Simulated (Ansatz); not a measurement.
# AlH₃SSi: up Jacob's ladder to CCSD(T)

Aim: compute AlH₃SSi with functionals from several rungs and with coupled cluster, and see how far each lands from CCSD(T) at the basis-set limit for the atomisation energy.

The runs use Ansatz 0.2.0, Gaussian basis; functionals in def2-TZVPP, the program's frozen cores in correlated methods.

Plan: LDA (SPW92), PBE-D4, revPBE-D4, BLYP-D4, r2SCAN-D4, B97M-V, PBE0-D4, B3LYP-D4, r2SCANh-D4, r2SCAN0-D4, HSE06-D4, BHLYP-D4, CAM-B3LYP-D4, LC-ωPBE, ωB97X-V, ωB97M-V, B2PLYP, PBE-QIDH; CCSD(T)/def2-SVP; CCSD(T)/def2-TZVPP; MP2/def2-QZVPP; extrapolation to the limit; RPA on PBE.

**1. The geometry**

An earlier PBE0-D4 in a triple-zeta def2 set relaxation fixed the geometry.

SMILES `[AlH]1[SiH2][S]1`, 6 atoms, charge 0, spin multiplicity 1.

Atoms are counted from 1 here; the program's logs count them from 0.

Bond lengths: Al1–Si2 2.318 Å, Al1–S3 2.171 Å, Al1–H4 1.572 Å, Si2–S3 2.201 Å, Si2–H5 1.487 Å, Si2–H6 1.487 Å. Angles: Si2–Al1–S3 58.6°, Si2–Al1–H4 165.3°, S3–Al1–H4 136.1°, Al1–Si2–S3 57.3°, Al1–Si2–H5 125.2°, Al1–Si2–H6 125.2°, S3–Si2–H5 112.5°, S3–Si2–H6 112.5°, H5–Si2–H6 108.7°, Al1–S3–Si2 64.0°.

**2. LDA**

This LDA is Slater exchange with PW92 correlation.

File in.yaml:

```yaml
crystal:
  periodic: [false, false, false]
  atoms:
    - {symbol: Al, position_ang: [-1.021736, -0.745368, -0.595012]}
    - {symbol: Si, position_ang: [0.854449, 0.186327, 0.397591]}
    - {symbol: S, position_ang: [-0.918079, 1.374855, -0.142191]}
    - {symbol: H, position_ang: [-2.078317, -1.714965, -1.239595]}
    - {symbol: H, position_ang: [2.076217, 0.627536, -0.325152]}
    - {symbol: H, position_ang: [1.129667, 0.207515, 1.858259]}
basis:
  gaussian: {orbitals: def2-TZVPP}
hamiltonian: {xc: lda}
output: {orbitals: {seedname: orbitals}}
```

Run with:

```bash
ansatz run in.yaml --threads 2 --pin off --events-out ev --progress --plain --max-ram 4352MiB
```

The runs that follow: PBE-D4 (GGA); revPBE-D4 (GGA); BLYP-D4 (GGA); r2SCAN-D4 (meta-GGA); B97M-V (meta-GGA); PBE0-D4 (hybrid); B3LYP-D4 (hybrid); r2SCANh-D4 (hybrid); r2SCAN0-D4 (hybrid); HSE06-D4 (hybrid); BHLYP-D4 (hybrid); CAM-B3LYP-D4 (range-separated); LC-ωPBE (range-separated); ωB97X-V (range-separated); ωB97M-V (range-separated); B2PLYP (double hybrid); PBE-QIDH (double hybrid); CCSD(T) in def2-SVP; CCSD(T) in def2-TZVPP; MP2 in def2-QZVPP; RPA on PBE orbitals.

**Question.** What will the summary of the whole plan be? Wanted: atomisation energy, CCSD(T)/CBS; farthest beyond LDA; mean size of error, GGA; mean size of error, meta-GGA; mean size of error, hybrid; mean size of error, range-separated; mean size of error, double hybrid; gap, smallest and largest; T1 diagnostic.

**Answer**, as computed:

```
                               quantity                                     value
        atomisation energy, CCSD(T)/CBS                             1662.6 kJ/mol
  functionals within 8.3 kJ/mol (0.5 %)   PBE-D4, r2SCANh-D4, r2SCAN0-D4, ωB97M-V
                    farthest beyond LDA                   BHLYP-D4 (-49.3 kJ/mol)
                mean size of error, GGA                               28.4 kJ/mol
           mean size of error, meta-GGA                               30.8 kJ/mol
             mean size of error, hybrid                               20.0 kJ/mol
    mean size of error, range-separated                               19.1 kJ/mol
      mean size of error, double hybrid                               31.2 kJ/mol
              gap, smallest and largest  3.05 eV (LDA (SPW92)), 9.27 eV (LC-ωPBE)
                          T1 diagnostic                                    0.0147
triples share of the correlation energy                                     4.6 %
```

LDA overbinds by 195.7 kJ/mol (12 %). PBE-D4 is off by -5.7 kJ/mol. Double hybrids carry the basis error of their MP2 part in triple zeta, and no dispersion term here, so their miss is partly the set-up's. By mean error the best rung here is range-separated (19.1 kJ/mol) and the worst beyond LDA is double hybrid (31.2 kJ/mol). The gap between the best rungs is small, so their order is not settled. Misses under about 8.3 kJ/mol are within the doubt on the reference itself, which lacks core-valence correlation, relativity and higher excitations. Hartree-Fock recovers 72 % of the binding; the rest is correlation. CCSD(T) in def2-SVP is off by -149.0 kJ/mol, more than most functionals: a good method in a small basis is no reference. Orbital gaps span 3.1 to 9.3 eV; exact exchange widens them.
